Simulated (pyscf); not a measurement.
Optimised with ωB97X-D3(BJ)/def2-SVP in PySCF.

Question: `[OH][SiH]([OH])[OH]` + `[NH3]` → `[NH2][Si]([OH])([OH])[OH]` + `[H][H]`
Surface: singlet. Broken: H–Si, H–N. Formed: N–Si, H–H. Give ΔE‡ and ΔE from ωB97M-D3(BJ)/def2-TZVP, relative to the separated reactants.

Answer: ΔE‡ = 1.33 eV, ΔE = -0.55 eV. Zero-point energy shifts the barrier by -0.03 eV. It is a four-centre exchange, with an imaginary mode of 964i cm⁻¹. On the reactant side the descent ends in an adduct with a N–Si contact (not fully relaxed), 0.26 eV under the separated species and 1.62 eV under the saddle at ωB97X-D3(BJ)/def2-TZVP. What is counted as formed (N–Si) is already present as a longer contact in the reactant adduct; forming that adduct is a step of its own. This is the saddle that the search found; another between the same sides may lie lower.
